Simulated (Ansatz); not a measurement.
Other spins and charges of Si2, triplet at one geometry

Geometry (PBE0/def2-TZVP stationary point for this spin):

```xyz
2

Si    0.0000    0.0000    0.0000
Si    0.0000    0.0000    2.2547
```

Basis cc-pVTZ; Ansatz 0.2.0. Only valence electrons are correlated (noble-gas cores frozen). R marks a restricted (for open shells ROHF) determinant, U an unrestricted one. Active spaces: valence = (8e, 8o) chosen from the atoms' valence shells.

Gaps are energies of the second state less the first, at fixed atoms, for a selection of the levels run; each method lands on the state that its own search finds for that charge and spin.

For open shells CISD is restricted-active-space CI with the open shells as a complete middle space.

Removing an electron, to the quartet: 7.792 eV at UCCSDT(Q).

| level | gap (eV) | error (meV) |
| --- | --- | --- |
| RHF | 7.080 | -712 |
| UHF | 7.121 | -671 |
| RMP2 | 7.677 | -115 |
| UMP2 | 7.683 | -109 |
| CISD | 7.568 | -224 |
| RCCSD | 7.780 | -12 |
| UCCSD | 7.781 | -11 |
| RCCSD(T) | 7.797 | 5 |
| UCCSD(T) | 7.795 | 3 |
| BCCD(T) | 7.797 | 5 |
| RCCSDT | 7.793 | 1 |
| UCCSDT | 7.792 | 0 |
| RCCSDT(Q) | 7.794 | 2 |
| CASSCF (valence space) | 6.736 | -1056 |
| NEVPT2 (valence space) | 7.517 | -275 |
| MRCISD (valence space) | 7.623 | -169 |
| MRCISD+Q (valence space) | 7.776 | -16 |
| PBE | 7.796 | 4 |
| r2SCAN | 7.859 | 67 |
| PBE0 | 7.872 | 80 |
| B3LYP | 7.888 | 96 |
| wB97M-V | 7.808 | 16 |
| B2PLYP | 7.775 | -17 |
| RPA-PBE | 8.126 | 334 |

Quintet less triplet: 1.487 eV at UCCSDT(Q).

```
                   level  gap (eV)  error (meV)
                     RHF     1.003         -484
                     UHF     1.019         -468
                    RMP2     1.371         -116
                    UMP2     1.368         -119
                    CISD     1.256         -231
                   RCCSD     1.457          -30
                   UCCSD     1.457          -30
                RCCSD(T)     1.484           -3
                UCCSD(T)     1.481           -6
                 BCCD(T)     1.483           -4
                  RCCSDT     1.485           -2
                  UCCSDT     1.483           -4
               RCCSDT(Q)     1.489            2
  CASSCF (valence space)     1.355         -132
  NEVPT2 (valence space)     1.464          -23
  MRCISD (valence space)     1.492            5
MRCISD+Q (valence space)     1.501           14
                     PBE     1.519           32
                  r2SCAN     1.446          -41
                    PBE0     1.473          -14
                   B3LYP     1.652          165
                 wB97M-V     1.762          275
                  B2PLYP     1.590          103
                 RPA-PBE     1.621          134
```

Full CI isn't at hand for all of this; UCCSDT(Q) serves as the reference, and is uncertain by about the last step of the cluster series. The frozen core follows each run's orbitals, which can shift R against U totals by a few meV.
